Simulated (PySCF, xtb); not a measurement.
dimethylamine (C2H7N), SMILES CNC.

Harmonic wavenumbers (cm⁻¹) from GFN2-xTB in xtb at its own minimum, in rising order: 223, 259, 395, 823, 972, 1015, 1068, 1173, 1177, 1234, 1396, 1421, 1422, 1486, 1492, 1498, 1503, 2842, 2851, 2999, 3003, 3023, 3024, 3351.

Q: What does B3LYP-D3(BJ)/def2-TZVP run with PySCF give at its own minimum? (Estimate from the structure and the level; the computed values follow.)

A: 234, 264, 386, 768, 943, 1037, 1102, 1170, 1187, 1269, 1444, 1470, 1476, 1487, 1495, 1518, 1518, 2925, 2929, 3047, 3047, 3095, 3095, 3515. Paired by order, the mean absolute difference is 40 cm⁻¹ and the zero-point energies are 56.7 and 57.8 kcal/mol.
